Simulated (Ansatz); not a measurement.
Consider the substitution at a C–C bond: `C/C(S)=C/O` + HCl → `O/C=C(/S)Cl` + CH₄.

Gas-phase electronic energies from Ansatz, PBE0-D4/def2-TZVP geometries. CCSD(T)/CBS is the MP2 limit (def2-TZVPP, def2-QZVPP) plus CCSD(T) − MP2 in def2-TZVPP, frozen cores. This one scheme is used for every species. Double bonds are as drawn, so ΔE can hold a change between cis and trans. Functionals use def2-TZVPP. B3LYP here is the variant with VWN-RPA as its local correlation; programs differ in this. Each species was taken in one conformer, which may not be the lowest.

(1) Is it downhill or uphill in electronic energy at CCSD(T)/CBS, and by how much? (Estimate.)

(2) What do these levels give: r2SCAN-D4, PBE0-D4, B3LYP-D4, ωB97M-V, r2SCAN, PBE0, HF/def2-TZVPP, SCS-MP2/def2-TZVPP, CCSD/def2-TZVPP, HF/def2-QZVPP, MP2/CBS(def2), CCSD/CBS(def2)? (An estimate is asked.)

Largest T1 diagnostic among the species: 0.013.

## Answers

(1) Computed: Uphill: ΔE = +16.2 kJ/mol.

(2) Computed: r2SCAN-D4 6.3, PBE0-D4 9.4, B3LYP-D4 8.2, ωB97M-V 11.2, r2SCAN 6.0, PBE0 8.9, HF/def2-TZVPP 18.5, SCS-MP2/def2-TZVPP 15.7, CCSD/def2-TZVPP 20.9, HF/def2-QZVPP 19.0, MP2/CBS(def2) 13.8, CCSD/CBS(def2) 19.3 kJ/mol.

From PBE to PBE0 (25 % exact exchange), in def2-TZVPP and without D4, ΔE moves by +6.5 kJ/mol.
